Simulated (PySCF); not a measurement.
## Spin-rotation constants: `O=C=O`, CO2

Geometry:
```csv
atom,x (Å),y (Å),z (Å)
O1,-1.123,0.360,-0.014
C2,-0.005,0.055,-0.012
O3,1.114,-0.250,-0.010
```

Method used: PySCF 2.14.0, GIAO B3LYP/3-21G magnetisability, rotational g tensor and spin-rotation constants, non-relativistic, gas phase. Geometry: PBE0-D3(BJ)/def2-SVP.

Problem. Give the nuclear spin-rotation constants along the inertial axes (H = +C I·J) beside the isotropic shieldings.

Solution. Rotational constants –, 11.7546, 11.7546 GHz. A star marks the isotopologue with that one atom substituted, in its own axes.
| atom | isotope | Caa (kHz) | Cbb (kHz) | Ccc (kHz) | mean (kHz) | σ (ppm) |
| --- | --- | --- | --- | --- | --- | --- |
| O1 | 17O* | – | -2.341 | -2.341 | -2.341 | 226.9 |
| C2 | 13C* | – | 4.375 | 4.375 | 4.375 | 94.8 |

For the geometry as given, no vibrational averaging.
